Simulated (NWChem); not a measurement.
The numbers come from NWChem runs, not from measurements. System: C$_{3}$H$_{4}$, charge 0, spin multiplicity 1, displaced from the optimised geometry. Level: MP2/cc-pVDZ, 3 core orbitals frozen, spin-restricted.

Output (cleaned and shortened):

```
             Northwest Computational Chemistry Package (NWChem) 7.3.0
             --------------------------------------------------------

                                NWChem Input Module
                                -------------------

 Scaling coordinates for geometry "geometry" by  1.889725989
 (inverse scale =  0.529177249)

                             Geometry "geometry" -> ""
                             -------------------------

 Output coordinates in angstroms (scale by  1.889725989 to convert to a.u.)

  No.       Tag          Charge          X              Y              Z
 ---- ---------------- ---------- -------------- -------------- --------------
    1 C                    6.0000     0.00000000     0.00000000     1.30776200
    2 C                    6.0000     0.00000000     0.00000000     0.00000000
    3 C                    6.0000     0.00000000     0.00000000    -1.30776200
    4 H                    1.0000     0.00000000    -2.34187900     2.72555900
    5 H                    1.0000     0.00000000     0.93675100     1.87488000
    6 H                    1.0000     0.93675100     0.00000000    -1.87488000
    7 H                    1.0000    -0.93675100     0.00000000    -1.87488000

 Effective nuclear repulsion energy (a.u.)      56.1628226278

            Nuclear Dipole moment (a.u.)
            ----------------------------
        X                 Y               Z
 ---------------- ---------------- ----------------
     0.0000000000    -2.6553068989     1.6075502142


 Summary of "ao basis" -> "" (spherical)
 ------------------------------------------------------------------------------
       Tag                 Description            Shells   Functions and Types
 ---------------- ------------------------------  ------  ---------------------
 *                          cc-pvdz                   on all atoms

 Summary of "ao basis" -> "ao basis" (spherical)
 ------------------------------------------------------------------------------
       Tag                 Description            Shells   Functions and Types
 ---------------- ------------------------------  ------  ---------------------
 C                          cc-pvdz                  6       14   3s2p1d
 H                          cc-pvdz                  3        5   2s1p

                                 NWChem SCF Module
                                 -----------------

  ao basis        = "ao basis"
  functions       =    62
[...]
 -----------   ------   -------------------------------------------------------
    1 C    6     6.13   2.00  0.67  0.51  1.79  1.11  0.05
    2 C    6     6.11   2.00  0.70  0.47  1.92  0.94  0.08
    3 C    6     6.00   2.00  0.66  0.35  1.98  0.95  0.06
    4 H    1     1.11   0.41  0.70  0.00
    5 H    1     0.86   0.70  0.13  0.03
    6 H    1     0.90   0.73  0.13  0.03
    7 H    1     0.90   0.73  0.13  0.03

       Multipole analysis of the density wrt the origin
       ------------------------------------------------

     L   x y z        total         open         nuclear
     -   - - -        -----         ----         -------
     0   0 0 0     -0.000000      0.000000     22.000000

     1   1 0 0      0.000000      0.000000      0.000000
     1   0 1 0      0.733582      0.000000     -2.655307
     1   0 0 1     -0.953051      0.000000      1.607550

     2   2 0 0    -15.201893      0.000000      6.267235
     2   1 1 0      0.000000      0.000000      0.000000
     2   1 0 1     -0.000000      0.000000      0.000000
     2   0 2 0    -16.606809      0.000000     22.718753
     2   0 1 1      3.118202      0.000000    -16.522006
     2   0 0 2    -14.467037      0.000000    137.475600

                   NWChem MP2 Semi-direct Energy/Gradient Module
                   ---------------------------------------------

  Basis functions       =     62
  Molecular orbitals    =     62
  Frozen core           =      3
  Frozen virtuals       =      0
  Active alpha occupied =      8
  Active beta occupied  =      8
  Active alpha virtual  =     51
  Active beta virtual   =     51
  Use MO symmetry       = F
  Use skeleton AO sym   = F

  AO/Fock/Back tols     =   1.0D-09  1.0D-09  1.0D-09

 GA uses MA = F    GA memory limited = T

 Available:
  local mem=  1.26D+08
 global mem=  1.44D+08
 local disk=  0.00D+00
  mp2_memr nvloc                    51
  nvloc new                    51
   1 passes of   8:        3145728                      18245                   2665909.
   1 passes of   8: M    126153037           G      144171512           F     123007309.

 Semi-direct pass number   1 of   1  for RHF alpha+beta  at        0.5s
  vrange nnbf                  1917
  mp2_eaftype                    10  avail_ma_in_mb                  1099
 EAF : mp2_eaftype filesize          10    1332955.
  mp2_eaf for mointskh                     10
Node 0 wrote      6.3 Mb in      0.0 s     Agg I/O rate:  2466.5 Mb/s
 Done moints_semi at        1.0s
  mp2_eaftype                    10  avail_ma_in_mb                  1089
 EAF : mp2_eaftype filesize          10    1332955.
  mp2_eaf for kh                    10
 Done maket at        1.0s
 Done multipass loop at        1.0s

          -------------------------------------------
          SCF energy                -115.620618382972
          Correlation energy          -0.439891634378
          Singlet pairs               -0.291791479089
          Triplet pairs               -0.148100155289
          Total MP2 energy          -116.060510017350
          -------------------------------------------

          ---------------------------------------------------
                    Spin Component Scaled (SCS) MP2
          Same spin pairs                     -0.098733436859
          Same spin scaling factor             0.333333333333
          Opposite spin pairs                 -0.341158197519
          Opposite spin scaling fact.          1.200000000000
          SCS-MP2 correlation energy          -0.442300982642
          Total SCS-MP2 energy              -116.062919365614
          ---------------------------------------------------

 -----------------------
 Performance information
 -----------------------

 Timer overhead =  9.64D-08 seconds/call

               Nr. of calls         CPU time (s)                 Wall time (s)                GFlops
             ---------------    -------------------     ------------------------------   -------------------
Name         Min   Avg   Max    Min     Avg     Max     Min     Avg     Max   Mx/calls   Min     Max     Sum
mp2: moin     1     1     1   0.51    0.51    0.51     0.51    0.51    0.51    0.51      0.0     0.0     0.0
mp2: make     1     1     1   2.69E-2 2.69E-2 2.69E-2  2.69E-2 2.69E-2 2.69E-2 2.69E-2   0.0     0.0     0.0
mp2: tota     1     1     1   0.55    0.55    0.55     0.55    0.55    0.55    0.55      0.0     0.0     0.0

 The average no. of pstat calls per process was 3.00D+00
 with a timing overhead of 2.89D-07s

 Task  times  cpu:        1.0s     wall:        1.0s

 Total times  cpu:        1.0s     wall:        1.0s
```

Problem. Write an NWChem input that would produce this output.

Solution. Several could match; the one computed here: 
```
start mol
memory heap 200 mb stack 900 mb global 1100 mb
geometry units angstroms nocenter noautoz noautosym
  C      0.000000     0.000000     1.307762
  C      0.000000     0.000000    -0.000000
  C      0.000000     0.000000    -1.307762
  H      0.000000    -2.341879     2.725559
  H      0.000000     0.936751     1.874880
  H      0.936751     0.000000    -1.874880
  H     -0.936751     0.000000    -1.874880
end
basis spherical
  * library cc-pvdz
end
scf
  rhf
  nopen 0
  maxiter 100
  thresh 1e-7
  semidirect memsize 60000000 filesize 0
end
mp2
  freeze core 3
end
task mp2 energy
```
